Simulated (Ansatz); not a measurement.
Reaction (isomerisation): `CC(N)(O)S` → `NCSCO`

Computed with Ansatz on PBE0-D4/def2-TZVP structures; ΔE is electronic, products minus reactants. CCSD(T)/CBS adds triple-zeta CCSD(T) − MP2 to the extrapolated MP2 energy (def2 sets, frozen cores). Functionals use def2-TZVPP. B3LYP here is the variant with VWN-RPA as its local correlation; programs differ in this. Each species was taken in one conformer, which may not be the lowest.

`CC(N)(O)S`:

Z-matrix (Å, degrees):
```
C
C 1 1.516
H 1 1.091 2 110.8
H 1 1.090 2 110.7 3 120.6
H 1 1.094 2 109.1 3 -119.7
N 2 1.422 1 110.2 3 -179.4
O 2 1.416 1 110.8 3 58.6
S 2 1.847 1 111.7 3 -58.2
H 6 1.015 2 109.9 1 -61.0
H 6 1.012 2 110.1 1 179.3
H 7 0.963 2 108.8 1 -53.7
H 8 1.342 2 96.5 1 -56.6
```

`NCSCO`:

```xyz
12

N     1.956   -1.143   -0.653
C     0.869   -0.217   -0.605
S     0.172    0.008    1.084
C    -1.280    1.000    0.683
O    -2.266    0.317   -0.041
H     2.728   -0.845   -0.071
H     1.672   -2.065   -0.347
H     1.203    0.760   -0.960
H     0.057   -0.558   -1.248
H    -1.649    1.376    1.645
H    -0.983    1.854    0.071
H    -2.479   -0.488    0.441
```

```
             level  ΔE (kJ/mol)  difference from CCSD(T)/CBS
            PBE-D4         33.4                        -10.5
         r2SCAN-D4         41.3                         -2.6
           PBE0-D4         37.5                         -6.4
          B3LYP-D4         36.2                         -7.7
           ωB97X-V         42.5                         -1.4
           ωB97M-V         44.4                          0.5
            B2PLYP         37.7                         -6.2
               PBE         30.4                        -13.5
            r2SCAN         40.7                         -3.2
              PBE0         35.1                         -8.8
             B3LYP         31.5                        -12.4
     HF/def2-TZVPP         38.0                         -5.9
    MP2/def2-TZVPP         47.4                          3.5
SCS-MP2/def2-TZVPP         44.2                          0.3
   CCSD/def2-TZVPP         45.9                          2.0
CCSD(T)/def2-TZVPP         46.6                          2.7
     HF/def2-QZVPP         37.2                         -6.7
    MP2/def2-QZVPP         45.6                          1.7
SCS-MP2/def2-QZVPP         42.4                         -1.5
      HF/CBS(def2)         37.1                         -6.8
     MP2/CBS(def2)         44.8                          0.9
    CCSD/CBS(def2)         43.3                         -0.6
       CCSD(T)/CBS         43.9                            0
```

Largest T1 diagnostic among the species: 0.011.

The D4 term adds +4.7 kJ/mol with B3LYP and +2.4 kJ/mol with PBE0; it sums over pairs of atoms, weighted by their polarisabilities, and B3LYP, whose exchange is more repulsive, gets the larger term. In def2-TZVPP, CCSD(T) changes the Hartree–Fock value by +8.6 kJ/mol (the triples alone add +0.7 kJ/mol) and MP2 by +9.4 kJ/mol. From PBE to PBE0 (25 % exact exchange), in def2-TZVPP and without D4, ΔE moves by +4.6 kJ/mol.
